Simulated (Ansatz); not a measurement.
Ansatz (a quantum-chemistry and plane-wave program) input (CCSD(T)/cc-pV(T+d)Z): A basis named .json is the Basis Set Exchange file of that set (core-valence sets with the plain set on hydrogen).

Ansatz 0.2 input:
```yaml
crystal:
  periodic: [false, false, false]
  atoms:
    - {symbol: H, position_ang: [-0.00000000, -0.00000000, -0.37201156]}
    - {symbol: H, position_ang: [0.00000000, 0.00000000, 0.37201156]}
basis:
  gaussian:
    orbitals: cc-pV_T+d_Z.json
magnetization: {spin_polarized: false}
correlation: {method: ccsd_t, frozen_orbitals: {H: 0}}
```

Output:

```
Functional definition: HF
integrals: 0.00 GiB planned
145 factors; integrals over basis functions are off by at most 7.3e-4 eV
mean field: 0.04 GiB planned
mean field evaluation 1: about -30.7506 eV, gradient 3.7e0 eV
mean field evaluation 2: about -30.7488 eV, gradient 3.6e0 eV
mean field evaluation 4: about -30.8286 eV, gradient 5.9e-2 eV
mean field evaluation 8: about -30.8285 eV, gradient 1.8e-7 eV
mean field -30.82846004 eV, -1.1329250102 hartree, gradient 4.3e-7 eV, S^2 0.000000; 0 other end points of the search recorded, 0 dependent functions left out
reference -30.82846004 eV, -1.1329250102 hartree; 1, 1 occupied and 27, 27 virtual orbitals, 145 factors
second order -0.86235084 eV of doubles, -0.00000000 eV of singles
coupled cluster: 0.05 GiB planned
cycle   1  -1.00684395 eV  change   -1.4e-1 eV  update   2.6e-2
cycle   2  -1.07130711 eV  change   -6.4e-2 eV  update   9.0e-3
cycle   3  -1.07249811 eV  change   -1.2e-3 eV  update   1.1e-3
cycle   4  -1.07245162 eV  change    4.6e-5 eV  update   1.4e-4
cycle   5  -1.07240665 eV  change    4.5e-5 eV  update   1.6e-5
cycle   6  -1.07241386 eV  change   -7.2e-6 eV  update   2.7e-6
cycle   7  -1.07241330 eV  change    5.6e-7 eV  update   4.1e-7
perturbative correction 0.00000000 eV, 0.0000000000 hartree
Total energy: -31.90087334 eV, -1.1723354719 hartree
```
